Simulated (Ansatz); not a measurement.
C3H7NO, SMILES `CCC(N)=O`. The species carries charge 0 and has multiplicity 1. The structure was optimised at the PBE0-D4/def2-TZVP level. It is one conformer, not always the lowest.

```xyz
12

C     1.510   -0.027   -0.755
C     0.014    0.142   -0.596
C    -0.431    0.049    0.851
N    -1.756   -0.191    1.027
O     0.326    0.195    1.786
H     1.807    0.119   -1.795
H     2.044    0.692   -0.133
H     1.827   -1.024   -0.444
H    -0.534   -0.593   -1.194
H    -0.301    1.127   -0.962
H    -2.387   -0.289    0.253
H    -2.121   -0.201    1.963
```

(1) What is the dipole moment at r2SCAN/def2-TZVPP? (Estimate.)

(2) And with PBE, B3LYP, ωB97M-V? (Estimate.)

(3) Give the Mulliken charges with r2SCAN, ωB97M-V, B3LYP in def2-TZVPP. (Best estimate.)

## Answers

(1) The calculation gave: 3.70 D, with components (-2.89, -0.39, -2.28) D in this frame, pointing from negative to positive charge.

(2) The calculation gave: PBE 3.61 D, B3LYP 3.73 D, ωB97M-V 3.74 D.

(3) Computed: 
```json
{"atom": "C1", "r2SCAN": "-0.14", "ωB97M-V": "-0.31", "B3LYP": "-0.24"}
{"atom": "C2", "r2SCAN": "-0.04", "ωB97M-V": "-0.19", "B3LYP": "-0.13"}
{"atom": "C3", "r2SCAN": "0.29", "ωB97M-V": "0.28", "B3LYP": "0.25"}
{"atom": "N4", "r2SCAN": "-0.32", "ωB97M-V": "-0.23", "B3LYP": "-0.28"}
{"atom": "O5", "r2SCAN": "-0.38", "ωB97M-V": "-0.36", "B3LYP": "-0.35"}
{"atom": "H6", "r2SCAN": "0.04", "ωB97M-V": "0.10", "B3LYP": "0.08"}
{"atom": "H7", "r2SCAN": "0.06", "ωB97M-V": "0.12", "B3LYP": "0.10"}
{"atom": "H8", "r2SCAN": "0.04", "ωB97M-V": "0.11", "B3LYP": "0.08"}
{"atom": "H9", "r2SCAN": "0.02", "ωB97M-V": "0.09", "B3LYP": "0.06"}
{"atom": "H10", "r2SCAN": "0.05", "ωB97M-V": "0.11", "B3LYP": "0.09"}
{"atom": "H11", "r2SCAN": "0.17", "ωB97M-V": "0.13", "B3LYP": "0.16"}
{"atom": "H12", "r2SCAN": "0.19", "ωB97M-V": "0.15", "B3LYP": "0.17"}
```

B3LYP here is the variant with VWN-RPA as its local correlation; programs differ in this.
